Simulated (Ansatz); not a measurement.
Lattice constant a (Å) of a set of cubic elemental solids other than molecular ones (23 solids), computed with PBE (PAW; Ansatz, a program for electronic structure) and with Hartree–Fock (plane waves, PAW; Ansatz). The set holds measured phases with no doubt noted on the run or the magnetic state but for the caveats below. 16 more of the class have both values but aren't in it, for one of these reasons: built or high-temperature cells, doubts on the run or the magnetic state, unlike cells, values of zero, layered or molecular crystals, cells that aren't cubic. Solids without a value at one level (not run, failed, or a magnetic order lost), or held back for tests, aren't counted.

All rows, in order of the shift (worked out from unrounded values):

```csv
solid,PBE,Hartree–Fock,shift (%)
grey tin (α-Sn),6.655,6.605,-0.76
fcc Ir,3.871,3.846,-0.65
diamond,3.572,3.551,-0.59
diamond-structure Ge,5.761,5.735,-0.46
bcc V,2.997,3.005,+0.25
fcc Pt,3.970,3.992,+0.54
bcc W,3.184,3.203,+0.60
bcc Mo,3.161,3.181,+0.64
diamond-structure Si,5.470,5.506,+0.65
bcc Ta,3.319,3.395,+2.28
fcc Pb,5.040,5.196,+3.09
fcc Au,4.158,4.332,+4.19
bcc Li,3.435,3.687,+7.34
bcc Na,4.197,4.510,+7.47
fcc Ag,4.147,4.466,+7.67
fcc Sr,6.030,6.504,+7.86
bcc K,5.284,5.791,+9.61
fcc Cu,3.629,3.979,+9.63
bcc Rb,5.670,6.280,+10.8
bcc Cs,6.162,6.957,+12.9
bcc Fe,2.831,3.224,+13.9
bcc Ba,5.021,5.741,+14.3
fcc Pd,3.943,4.878,+24
```

The shift from PBE to Hartree–Fock has a median of +4.19 %, and eight in ten lie between -0.56 % and +13.7 %; Hartree–Fock is the larger in 19 and the smaller in 4 of 23.

Ansatz's runs of these crystals have no spin polarisation, but for bcc Fe. Meta-GGAs and exact exchange favour moments, which can bear on fcc Pd, bcc Fe, bcc V, fcc Pt.

Density-functional runs with spin start from parallel moments for bcc Fe.

Spin–orbit coupling is left out, also for the solids with elements from indium on (bcc Ta, fcc Pt, bcc Ba, grey tin (α-Sn), bcc W, fcc Ir, bcc Cs, fcc Pb, fcc Au); its size isn't shown.

Exact exchange on metals is sensitive to the k mesh.

Caveats: the cell is over a tenth larger than the published one: the level's own overestimate first of all, though another phase or state, or a fault of the published cell, is possible (Hartree–Fock: fcc Ag, fcc Cu, bcc Li, fcc Pd, bcc Fe, bcc K and 7 more); the gap of the solid is closed in this run (PBE: diamond-structure Ge). Ansatz's density-functional and Hartree–Fock values are scalar-relativistic unless marked +SOC, with PAW data made under PBE.
